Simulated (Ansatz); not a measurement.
# C6H12: up Jacob's ladder to CCSD(T)

The task here is to estimate one member of a computed series from the others.

Computed with Ansatz 0.2.0, Gaussian basis. Level: functionals in def2-TZVPP, the program's frozen cores in correlated methods.

Plan: LDA (SPW92), PBE-D4, revPBE-D4, BLYP-D4, r2SCAN-D4, B97M-V, PBE0-D4, B3LYP-D4, r2SCANh-D4, r2SCAN0-D4, HSE06-D4, BHLYP-D4, CAM-B3LYP-D4, LC-ωPBE, ωB97X-V, ωB97M-V, B2PLYP, PBE-QIDH; CCSD(T)/def2-SVP; CCSD(T)/def2-TZVPP; MP2/def2-QZVPP; extrapolation to the limit; RPA on PBE.

**Structure used throughout**

An earlier PBE0-D4 in a triple-zeta def2 set relaxation fixed the geometry.

SMILES `CC1CCCC1`, 18 atoms, charge 0, spin multiplicity 1.

Atoms are counted from 1 here; the program's logs count them from 0.

Bond lengths: C1–C2 1.514 Å, C1–H7 1.095 Å, C1–H8 1.093 Å, C1–H9 1.093 Å, C2–C3 1.526 Å, C2–C6 1.526 Å, C2–H10 1.099 Å, C3–C4 1.532 Å, C3–H11 1.097 Å, C3–H12 1.093 Å, C4–C5 1.547 Å, C4–H13 1.093 Å, C4–H14 1.092 Å, C5–C6 1.532 Å, C5–H15 1.093 Å, C5–H16 1.092 Å, C6–H17 1.093 Å, C6–H18 1.097 Å. Angles: C2–C1–H7 110.5°, C2–C1–H8 111.5°, C2–C1–H9 111.5°, H7–C1–H8 107.7°, H7–C1–H9 107.7°, H8–C1–H9 107.7°, C1–C2–C3 114.7°, C1–C2–C6 114.7°, C1–C2–H10 109.0°, C3–C2–C6 101.9°, C3–C2–H10 108.1°, C6–C2–H10 108.1°, C2–C3–C4 104.6°, C2–C3–H11 108.5°, C2–C3–H12 113.1°, C4–C3–H11 110.4°, C4–C3–H12 113.1°, H11–C3–H12 107.1° and more.

Set-up of the first run:

File in.yaml:

```yaml
crystal:
  periodic: [false, false, false]
  atoms:
    - {symbol: C, position_ang: [1.206583, -1.782409, 0.206096]}
    - {symbol: C, position_ang: [0.652947, -0.373959, 0.264331]}
    - {symbol: C, position_ang: [0.402102, 0.268921, -1.096787]}
    - {symbol: C, position_ang: [-0.489803, 1.477133, -0.795533]}
    - {symbol: C, position_ang: [-1.227813, 1.131000, 0.519428]}
    - {symbol: C, position_ang: [-0.717292, -0.255440, 0.926006]}
    - {symbol: H, position_ang: [0.524882, -2.440771, -0.341883]}
    - {symbol: H, position_ang: [2.175389, -1.811845, -0.299538]}
    - {symbol: H, position_ang: [1.341327, -2.201941, 1.206578]}
    - {symbol: H, position_ang: [1.356273, 0.263654, 0.818371]}
    - {symbol: H, position_ang: [-0.131304, -0.450727, -1.729532]}
    - {symbol: H, position_ang: [1.322836, 0.536363, -1.621158]}
    - {symbol: H, position_ang: [0.120193, 2.374067, -0.662214]}
    - {symbol: H, position_ang: [-1.179599, 1.689708, -1.614624]}
    - {symbol: H, position_ang: [-0.989711, 1.865813, 1.292420]}
    - {symbol: H, position_ang: [-2.313024, 1.145978, 0.400992]}
    - {symbol: H, position_ang: [-0.684058, -0.398848, 2.008836]}
    - {symbol: H, position_ang: [-1.369937, -1.036709, 0.518212]}
basis:
  gaussian: {orbitals: def2-TZVPP}
hamiltonian: {xc: lda}
output: {orbitals: {seedname: orbitals}}
```

On the command line:

```sh
ansatz run in.yaml --threads 2 --pin off --events-out ev --progress --plain --max-ram 20480MiB --backend cuda --devices 0, --max-vram 18GiB
```

Steps of the session up to this table: LDA; PBE-D4 (GGA); revPBE-D4 (GGA); BLYP-D4 (GGA); r2SCAN-D4 (meta-GGA); B97M-V (meta-GGA); PBE0-D4 (hybrid); B3LYP-D4 (hybrid); r2SCANh-D4 (hybrid); r2SCAN0-D4 (hybrid); HSE06-D4 (hybrid); BHLYP-D4 (hybrid); CAM-B3LYP-D4 (range-separated); LC-ωPBE (range-separated); ωB97X-V (range-separated); ωB97M-V (range-separated); B2PLYP (double hybrid); PBE-QIDH (double hybrid).

One of the session's tables, all rows but one given; the rest of the session is left out.

It belongs to the step «Frontier levels by functional». 

```
  functional  HOMO (eV)  LUMO (eV)  gap (eV)
 LDA (SPW92)      -7.27       0.17      7.44
      PBE-D4      -7.28       0.34      7.61
   revPBE-D4          ?          ?         ?
     BLYP-D4      -7.22       0.33      7.56
   r2SCAN-D4      -7.56       1.05      8.61
      B97M-V      -7.70       0.47      8.17
     PBE0-D4      -8.65       1.14      9.79
    B3LYP-D4      -8.48       0.81      9.28
  r2SCANh-D4      -8.07       1.29      9.35
  r2SCAN0-D4      -8.83       1.61     10.45
    HSE06-D4      -8.25       0.77      9.02
    BHLYP-D4      -9.98       1.74     11.72
CAM-B3LYP-D4     -10.09       1.90     11.99
     LC-ωPBE     -11.43       3.20     14.63
     ωB97X-V     -11.10       2.98     14.08
     ωB97M-V     -10.97       2.57     13.54
```

**Question.** Estimate the row for revPBE-D4.

**Answer.** HOMO (eV): -7.25; LUMO (eV): 0.42; gap (eV): 7.68. In the column «HOMO (eV)» it lies between LDA (SPW92) (-7.27) and BLYP-D4 (-7.22).
